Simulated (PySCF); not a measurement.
# H2O: geometry, coupled-cluster ionisations and excitations

Wanted: the coupled-cluster ionisations and excitations of H2O (`O`), by calculation.

Computed with PySCF 2.14.0, with density-fitted response routines of our own, on a single molecule in the gas phase. Atoms count from 0, in the outputs and in this text.

## Step 1: Starting geometry

3 atoms, charge 0, multiplicity 1; geometry from: GFN2-xTB.

Bonds of the start (Å): O0–H1 0.96, O0–H2 0.96.

## Step 2: Relaxing the molecule at PBE0-D3(BJ)/def2-TZVP

What the job is given:

```
{"job": {"xc": "PBE0", "basis": "def2-TZVP", "d3": "d3bj", "grid": 2, "kind": "geom"}, "charge": 0, "multiplicity": 1}
O      0.001780     0.063650    -0.000510
H     -0.785930    -0.483790    -0.001130
H      0.757910    -0.526530     0.009200
```

**Question.** This job is followed by: EOM-CCSD/aug-cc-pVTZ, vertical, frozen core, gas phase. Predict these results of the whole session: point group; rotational constants (main isotopes); correlation energy, MP2 and CCSD; T1 diagnostic; first ionisation (EOM-IP-CCSD); lowest singlet (EOM-EE-CCSD).

As calculated:

| quantity | value |
| --- | --- |
| point group | C2v |
| rotational constants (main isotopes) | 828.80, 432.36, 284.13 GHz |
| correlation energy, MP2 and CCSD | -7.31, -7.43 eV |
| T1 diagnostic | 0.0100 |
| first ionisation (EOM-IP-CCSD) | 12.59 eV |
| lowest singlet (EOM-EE-CCSD) | 7.59 eV |

In words: Over 2 steps the energy fell by 0.003 eV; of the close pairs, O0–H2 changed most, 0.959 Å. MP2 recovers 98 % of the CCSD correlation energy. For the hole of the first ionisation, Koopmans' theorem lies 1.29 eV above EOM-IP-CCSD.
